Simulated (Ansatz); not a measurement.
Name a neutral molecule of C, N, O and H with size of the dipole moment (PBE/def2-TZVPP) between 3.25 and 3.55 D and HOMO energy (B3LYP/def2-TZVPP) between -7.30 and -7.00 eV (Ansatz, PBE0-D4/def2-TZVP geometry).

`C=C(C)C(N)=O` (3.26 D, -7.15 eV); `CCCC(N)=O` (3.49 D, -7.02 eV). Other molecules can fit too; these were computed, each in one conformer that needn't be the lowest.

B3LYP here is the variant with VWN-RPA as its local correlation; programs differ in this.
